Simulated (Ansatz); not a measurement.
Two structures of SiH$_{5}$ClO, singlet, reached by relaxing down either side of one saddle point (PBE0-D4/def2-TZVP). Energies are electronic, without zero-point energy. Ansatz 0.2.0; basis: def2-TZVPP and def2-QZVPP; cores frozen in the correlated methods. Extrapolation: Hartree–Fock as exp(−7.88 √X), correlation as X^−2.97. First:

```
8
angstrom
Si -0.3884 -0.6599 -0.9862
Cl 1.5290 -1.1225 -0.3581
H -0.6276 -1.4708 -2.2043
H -0.4457 0.7780 -1.3220
H -1.3452 -1.0310 0.0745
H 0.8621 0.5141 1.6378
O 0.0607 1.0454 1.6532
H 0.3552 1.9468 1.5049
```

Second:

Si1  (-1.014, -0.073, -0.534)
Cl2  (2.990, -0.803, 0.936)
H3  (-0.485, -1.349, -1.061)
H4  (-1.322, 0.869, -1.641)
H5  (-2.249, -0.301, 0.259)
H6  (1.836, -0.243, 0.732)
O7  (0.197, 0.532, 0.430)
H8  (0.049, 1.367, 0.878)
(Å)

**Question.** Which bonds change from the first to the second?

**Answer.** SiH₃Cl ([SiH3][Cl]) + H₂O → SiH₄O ([OH][SiH3]) + HCl; bonds formed: Si1–O7, Cl2–H6; bonds broken: Si1–Cl2, H6–O7.

**Question.** Give the saddle point's structure and its height above each. (An estimate is asked for; the value comes from the calculation.)

**Answer.** By the calculation: 23.06 kcal/mol above the first and 22.54 kcal/mol above the second (CCSD(T) at an estimated basis limit (MP2 extrapolated from triple and quadruple zeta, plus CCSD(T) − MP2 in triple zeta)).
| atom | x (Å) | y (Å) | z (Å) |
| --- | --- | --- | --- |
| Si1 | -0.4267 | -0.2499 | -0.5550 |
| Cl2 | 1.9932 | -0.5598 | -0.4755 |
| H3 | -0.5603 | -1.7075 | -0.7226 |
| H4 | -0.1744 | 0.6204 | -1.7211 |
| H5 | -1.8163 | 0.1760 | -0.1493 |
| H6 | 1.1215 | 0.2824 | 1.0105 |
| O7 | 0.1177 | 0.3107 | 1.1294 |
| H8 | -0.2547 | 1.1278 | 1.4835 |

No T1 diagnostic of these runs exceeds 0.011.

The step is the kind of ligand exchange by which a precursor binds to a hydroxyl group, or is hydrolysed, in atomic layer deposition of oxides.

Labels in which every atom is bracketed show which atoms are joined, not bond orders.

For scale, one of the runs: CCSD(T)/def2-TZVPP, 185 basis functions (an equivalent command: `ansatz run in.yaml --threads 2`). Hardware: 2 CPU threads, shared host. Wall time 15 s; peak host memory 1.9 GiB.
